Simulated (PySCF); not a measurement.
Phosphorus: a sound run and one with changed settings

Sound run: P [Ne] 3s2 3p3, P⁺ [Ne] 3s2 3p2. All numbers are calculated (PySCF 2.14, the non-relativistic Hamiltonian (point nucleus), in pcseg-2 (5s4p2d1f, 34 functions)). The sound run starts from symmetry-adapted Hartree-Fock orbitals and uses a fine grid where one is needed.

Changed run: radial step 0.8 in ln r (0.13 in the sound run). This setting is unsound on purpose.

```csv
species,method,sound run (hartree),changed run (hartree),converged
P,UHF,-340.70921,-340.70921,yes
P,B3LYP,-341.28896,-341.36698,yes
P,PBE0,-341.14132,-341.20391,yes
P⁺,UHF,-340.34439,-340.34439,yes
P⁺,B3LYP,-340.90694,-340.98572,yes
P⁺,PBE0,-340.75380,-340.81470,yes
```

Ionisation energy of P:

| method | sound run (eV) | changed run (eV) |
| --- | --- | --- |
| UHF | 9.927 | 9.927 |
| B3LYP | 10.395 | 10.375 |
| PBE0 | 10.545 | 10.591 |

A coarse radial grid mis-integrates the density and the exchange-correlation energy, with errors of either sign; Hartree-Fock needs no grid.

For comparison, NIST gives 10.487 eV between the lowest levels.
